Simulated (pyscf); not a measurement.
`[PH2][Ga]` [singlet] + `[OH2]` → `[O]=[Ga][PH2]` + `[H][H]`, a concerted two-bond exchange (singlet surface; H–O, H–O broken, Ga–O, H–H formed). Optimised with ωB97X-D3(BJ)/def2-SVP in PySCF. Energies in kcal/mol from the separated reactants.

Small-basis levels: PySCF, no dispersion term, spherical d functions. 

### Question
Quick B3LYP/6-31G*+LANL2DZ single points give ΔE‡ = 60.1 kcal/mol and ΔE = +7.5 kcal/mol. What does ωB97M-D3(BJ)/def2-TZVP give, and how far is the quick result from it?

### Answer
ωB97M-D3(BJ)/def2-TZVP gives ΔE‡ = 80.5 kcal/mol and ΔE = +25.7 kcal/mol. B3LYP/6-31G*+LANL2DZ lies 20.4 kcal/mol under it in the barrier and 18.2 kcal/mol under it in the reaction energy, so on this step it does not hold to within 3.0 kcal/mol. ωB97M-D3(BJ)/def2-TZVP has limits of its own. On the reactant side the descent ends in a bound adduct, 10.3 kcal/mol under the separated species and 91.9 kcal/mol under the saddle at ωB97X-D3(BJ)/def2-TZVP. The same reactants have a lower exit, to HO–Ga [singlet] + PH₃ (barrier +7.3 kcal/mol at ωB97M-D3(BJ)/def2-TZVP, against +80.5 kcal/mol here). O=Ga–PH₂ lies 16.7 kcal/mol over its isomer HO–Ga=PH (electronic energy, ωB97M-D3(BJ)/def2-TZVP). One saddle was located; it need not be the lowest between these sides. One closed-shell reference is unstable to symmetry breaking; treat the single-reference values with care. In the def2 sets elements up to Kr have no core potential.
